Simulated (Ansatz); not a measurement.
Computed with Ansatz on PBE0-D4/def2-TZVP structures; ΔE is electronic, products minus reactants. CCSD(T)/CBS adds triple-zeta CCSD(T) − MP2 to the extrapolated MP2 energy (def2 sets, frozen cores). This one scheme is used for every species. Functionals use def2-TZVPP. B3LYP here is the variant with VWN-RPA as its local correlation; programs differ in this. HSE06 is defined as in plane-wave codes.

`C/C=C/C#N` → pyrrole  (isomerisation)

`C/C=C/C#N`:

```xyz
10

C     1.237   -0.561   -0.721
C    -0.025   -0.424    0.045
C    -0.613    0.740    0.325
C    -1.824    0.827    1.063
N    -2.806    0.918    1.659
H     1.080   -1.176   -1.612
H     1.633    0.407   -1.031
H     1.996   -1.073   -0.121
H    -0.495   -1.338    0.397
H    -0.183    1.681   -0.004
```

`c1cc[nH]c1`:

Cartesian coordinates in Å:
```
C 0.649 0.980 -0.189
C -0.311 0.421 -1.068
C -0.819 -0.698 -0.461
N -0.200 -0.832 0.746
C 0.695 0.182 0.925
H 1.240 1.867 -0.353
H -0.599 0.798 -2.037
H -1.564 -1.404 -0.790
H -0.377 -1.567 1.406
H 1.288 0.254 1.822
```

| level | ΔE (kcal/mol) |
| --- | --- |
| B97M-V | -12.3 |
| B3LYP-D4 | -11.7 |
| revPBE | -11.8 |
| BLYP | -6.8 |
| B3LYP | -10.2 |
| HSE06 | -18.7 |
| BHLYP | -11.6 |
| MP2/def2-TZVPP | -14.1 |

Q: What does CCSD(T)/CBS give? (An estimate is asked.)

A: Computed: -11.7 kcal/mol. The listed levels differ from it by -0.6, 0.0, -0.1, 4.9, 1.5, -7.0, 0.1, -2.4 kcal/mol.

Largest T1 diagnostic among the species: 0.013.

At CCSD(T), def2-SVP lies +2.9 kcal/mol from the extrapolated value and def2-TZVPP +2.5 kcal/mol. In def2-TZVPP, CCSD(T) changes the Hartree–Fock value by −6.9 kcal/mol (the triples alone add −1.1 kcal/mol) and MP2 by −11.7 kcal/mol. Leaving LDA and LC-ωPBE aside and taking each functional with its dispersion term where it has one, the values, not all of them listed here, spread over 10.3 kcal/mol, from PBE0-D4 to BLYP-D4. LDA lies −14.1 kcal/mol from PBE without D4.
